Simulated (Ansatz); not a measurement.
# Molecular dynamics of CH₄O₂S₂

Input file:

```yaml
crystal:
  periodic: [false, false, false]
  atoms:
    - { symbol: C, position_ang: [-0.498991, 0.202405, -1.258884] }
    - { symbol: S, position_ang: [1.237874, -0.305962, -1.287775] }
    - { symbol: H, position_ang: [-1.186431, -0.621395, -1.501362] }
    - { symbol: H, position_ang: [-0.664368, 0.998527, -1.994709] }
    - { symbol: H, position_ang: [-0.763172, 0.589277, -0.261258] }
    - { symbol: H, position_ang: [1.222069, -0.712827, 0.019405] }
    - { symbol: O, position_ang: [1.042604, -1.064147, 1.786893] }
    - { symbol: S, position_ang: [0.243435, -0.003068, 2.77785] }
    - { symbol: O, position_ang: [-0.63302, 0.91719, 1.71964] }
magnetization:
  spin_polarized: true
basis:
  gaussian: { orbitals: STO-3G }
hamiltonian:
  xc: pbe0
  dispersion: d4
md:
  timestep: 0.5
  n_steps: 154
  ensemble: nve
  temperature: 3000.0
  initial_velocities: maxwell_boltzmann
  seed: 609147
```

Command:

```bash
$ ansatz run input.yaml --threads 1 --pin off --max-ram 2048MiB --backend cpu --events-out ev --progress --plain --runs-dir out
```

It starts from a relaxed structure.

Output, in part (step lines, the closing report, with atoms numbered from 0):

```
md step     0: t =     0.00 fs  T =  3000.0 K  F+E_penalty+E_count = -26542.14454337 eV  E_kin = 2.714460 eV  conserved = -26539.43008339 eV  (138 SCF iters)
[... lines left out ...]
Total energy: -26540.76820758 eV, -975.3552416497 hartree
Atom 0 at    -0.375355     0.528029    -1.975768 Å, force    -2.343480    -4.955511     7.460553 eV/Å
Atom 1 at     0.926846    -0.225318    -0.892253 Å, force     0.167744    -0.294653    -0.737997 eV/Å
Atom 2 at    -0.481960    -0.151735    -2.750961 Å, force    -0.469148    -0.354740    -3.172284 eV/Å
Atom 3 at    -0.454724     1.536733    -1.952552 Å, force     0.919316     4.300163    -1.528900 eV/Å
Atom 4 at    -1.282145     0.315957    -1.241632 Å, force     1.346766     0.210823    -2.279584 eV/Å
Atom 5 at     0.363014    -1.493269    -1.020655 Å, force     0.479641     1.098699     0.168758 eV/Å
Atom 6 at     1.156115    -1.285847     2.229783 Å, force     0.077087    -0.475588    -0.221987 eV/Å
Atom 7 at     0.473782     0.151332     2.638799 Å, force     0.803925     0.397403     1.216662 eV/Å
Atom 8 at    -0.648446     0.426326     1.504371 Å, force    -0.981851     0.073404    -0.905221 eV/Å
Dipole moment:    -0.153324     0.060843     0.063353 e Å
```

The steps, from the saved trajectory:

```
time (fs)  T (K)  potential energy less start (eV)  conserved less start (meV/atom)
      0.0   3000                             0.000                             0.00
      2.5   1837                             1.063                             1.21
      5.0   1024                             1.799                             1.24
      7.5   1411                             1.447                             1.04
     10.0   2190                             0.736                             0.41
     12.5   1649                             1.232                             1.09
     15.0   1361                             1.494                             1.16
     17.5   1864                             1.036                             0.94
     20.0   2214                             0.714                             0.36
     22.5   1258                             1.586                             1.16
     25.0    758                             2.041                             1.39
     27.5   1637                             1.237                             0.51
     30.0   1765                             1.124                             0.71
     32.5   1402                             1.454                             0.91
     35.0   1173                             1.662                             0.96
     37.5   1671                             1.210                             0.88
     40.0   2248                             0.683                             0.28
     42.5   1498                             1.368                             1.02
     45.0   1197                             1.638                             0.68
     47.5   1481                             1.382                             0.86
     50.0   1983                             0.925                             0.58
     52.5   1506                             1.360                             0.96
     55.0   1464                             1.395                             0.61
     57.5   1516                             1.352                             1.04
     60.0   1777                             1.113                             0.73
     62.5   1413                             1.443                             0.77
     65.0   1144                             1.687                             0.87
     67.5   1529                             1.336                             0.56
     70.0   1423                             1.439                             1.35
     72.5   1558                             1.310                             0.56
     75.0   1252                             1.590                             0.95
```

All steps were run. The conserved energy stayed within 1.8 meV per atom of its start (net change 1.1 meV per atom), so the integration is sound. The temperature averaged 0.51 of the 3000 K drawn at the start: a run that starts near a minimum puts about half its kinetic energy into the potential. A run of 0.077 ps of so small a system gives no equilibrium averages. Limits of this set-up: minimal basis.

The same pairs are bonded in the first frame and the last. Pairs count as bonded within 1.25 times the sum of covalent radii (0.12 Å more for H–H).

Last frame:

```xyz
9
Properties=species:S:1:pos:R:3
C -0.375 0.528 -1.976
S 0.927 -0.225 -0.892
H -0.482 -0.152 -2.751
H -0.455 1.537 -1.953
H -1.282 0.316 -1.242
H 0.363 -1.493 -1.021
O 1.156 -1.286 2.230
S 0.474 0.151 2.639
O -0.648 0.426 1.504
```

The run took 13 min on 1 CPU thread of a shared host.
